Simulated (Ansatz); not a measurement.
**AlNH3 radical (SMILES [NH][AlH2]): single points off equilibrium**

The atoms stand at a structure displaced at random from a GFN2-xTB minimum. How far do the functionals agree with CCSD(T) there?

Computed with Ansatz 0.2.0, Gaussian basis. Level: single points in def2-TZVPP.

Cores are frozen in the correlated methods. Orbitals are unrestricted.

## (1) The system as given

SMILES `[NH][AlH2]`, 5 atoms, charge 0, spin multiplicity 2.

Atoms are counted from 1 here; the program's logs count them from 0.

Bond lengths: N1–Al2 1.748 Å, N1–H3 1.090 Å, Al2–H4 1.603 Å, Al2–H5 1.571 Å. Angles: Al2–N1–H3 176.8°, N1–Al2–H4 124.8°, N1–Al2–H5 123.5°, H4–Al2–H5 111.5°.

Coordinates:

```xyz
5

N     0.52460   -0.75940    0.75450
Al   -0.23500    0.36820   -0.34370
H     1.04690   -1.46280    1.40280
H    -1.47900    0.02340   -1.29440
H     0.16490    1.88370   -0.44540
```

## (2) CCSD(T)/def2-TZVPP

run/in.yaml

```yaml
crystal:
  periodic: [false, false, false]
  atoms:
    - {symbol: N, position_ang: [0.524600, -0.759400, 0.754500]}
    - {symbol: Al, position_ang: [-0.235000, 0.368200, -0.343700]}
    - {symbol: H, position_ang: [1.046900, -1.462800, 1.402800]}
    - {symbol: H, position_ang: [-1.479000, 0.023400, -1.294400]}
    - {symbol: H, position_ang: [0.164900, 1.883700, -0.445400]}
basis:
  gaussian: {orbitals: def2-TZVPP}
magnetization: {spin_polarized: true, initial_magnetization: 1}
correlation: {method: ccsd_t}
scf: {omitted_lower_state_checks: [cluster_reference]}
output: {forces: true}
```

The command line of these runs was not kept.

## (3) PBE0-D4/def2-TZVPP

Changes to run/in.yaml since step 2:

```diff
@@ -11,4 +11,3 @@
 magnetization: {spin_polarized: true, initial_magnetization: 1}
-correlation: {method: ccsd_t}
-scf: {omitted_lower_state_checks: [cluster_reference]}
-output: {forces: true}
+hamiltonian: {xc: pbe0, dispersion: d4}
+output: {forces: true, orbitals: {seedname: orbitals}}
```

## (4) wB97M-V/def2-TZVPP

Changes to run/in.yaml since step 3:

```diff
@@ -11,3 +11,3 @@
 magnetization: {spin_polarized: true, initial_magnetization: 1}
-hamiltonian: {xc: pbe0, dispersion: d4}
-output: {forces: true, orbitals: {seedname: orbitals}}
+hamiltonian: {xc: {name: wB97M-V}}
+output: {forces: true}
```

## (5) r2SCAN-D4/def2-TZVPP

Changes to run/in.yaml since step 4:

```diff
@@ -11,3 +11,3 @@
 magnetization: {spin_polarized: true, initial_magnetization: 1}
-hamiltonian: {xc: {name: wB97M-V}}
+hamiltonian: {xc: r2scan, dispersion: d4}
 output: {forces: true}
```

## (6) PBE-D4/def2-TZVPP

Changes to run/in.yaml since step 5:

```diff
@@ -11,3 +11,3 @@
 magnetization: {spin_polarized: true, initial_magnetization: 1}
-hamiltonian: {xc: r2scan, dispersion: d4}
+hamiltonian: {xc: pbe, dispersion: d4}
 output: {forces: true}
```

## (7) BLYP-D4/def2-TZVPP

Changes to run/in.yaml since step 6:

```diff
@@ -11,3 +11,3 @@
 magnetization: {spin_polarized: true, initial_magnetization: 1}
-hamiltonian: {xc: pbe, dispersion: d4}
+hamiltonian: {xc: {name: BLYP}, dispersion: d4}
 output: {forces: true}
```

## (8) B97M-V/def2-TZVPP

Changes to run/in.yaml since step 7:

```diff
@@ -11,3 +11,3 @@
 magnetization: {spin_polarized: true, initial_magnetization: 1}
-hamiltonian: {xc: {name: BLYP}, dispersion: d4}
+hamiltonian: {xc: {name: B97M-V}}
 output: {forces: true}
```

(Steps that only read results are left out.)

Before running it: what results should come out? Wanted: energy less free atoms, CCSD(T)/def2-TZVPP; RMS force component; RMS force error; HOMO and LUMO, PBE0-D4; T1 diagnostic.

As calculated:

| quantity | value |
| --- | --- |
| energy less free atoms, CCSD(T)/def2-TZVPP | -1188.1 kJ/mol |
| RMS force component | 0.988 to 1.181 eV/Å over the methods |
| RMS force error | PBE0-D4 0.110, wB97M-V 0.052, r2SCAN-D4 0.123, PBE-D4 0.238, BLYP-D4 0.203, B97M-V 0.148 eV/Å |
| HOMO and LUMO, PBE0-D4 | -7.49 and -3.35 eV |
| T1 diagnostic | 0.017 |

In words: Against CCSD(T) the functionals' energies less atoms differ by -78.2 to -25.6 kJ/mol, PBE-D4 by -54.4 kJ/mol. A larger basis would deepen the CCSD(T) value, while the functionals are nearly converged already, so the order here is not reliable. The forces of wB97M-V come nearest to CCSD(T), those of PBE-D4 are farthest. Frozen-core CCSD(T) forces in triple zeta carry basis errors of their own, and this is one geometry, so small gaps rank nothing.
